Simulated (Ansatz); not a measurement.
Calculated with Ansatz (gas phase, PBE0-D4/def2-TZVP geometries, no zero-point term in ΔE). CCSD(T)/CBS adds triple-zeta CCSD(T) − MP2 to the extrapolated MP2 energy (def2 sets, frozen cores). Functionals use def2-TZVPP. B3LYP here is the variant with VWN-RPA as its local correlation; programs differ in this.

Consider the isomerisation: `FCC#CCF` → `F[C@@H]1C=C[C@H]1F`.

CCSD(T)/CBS gives -12.2 kcal/mol.

Q: Another level gave -13.4 kcal/mol. Which?
A. MP2/def2-TZVPP
B. B3LYP-D4/def2-TZVPP
C. BLYP-D4/def2-TZVPP
D. ωB97M-V/def2-TZVPP

A: D. ωB97M-V -13.4, BLYP-D4 -7.2, MP2/def2-TZVPP -10.5, B3LYP-D4 -9.2 kcal/mol.

Largest T1 diagnostic among the species: 0.012.

In def2-TZVPP, CCSD(T) changes the Hartree–Fock value by −3.9 kcal/mol (the triples alone add −0.4 kcal/mol) and MP2 by −2.6 kcal/mol. From r2SCAN to r2SCAN0 (25 % exact exchange), in def2-TZVPP and without D4, ΔE moves by −1.7 kcal/mol. The D4 term adds −1.3 kcal/mol with B3LYP and −0.6 kcal/mol with PBE0; it sums over pairs of atoms, weighted by their polarisabilities, and B3LYP, whose exchange is more repulsive, gets the larger term.
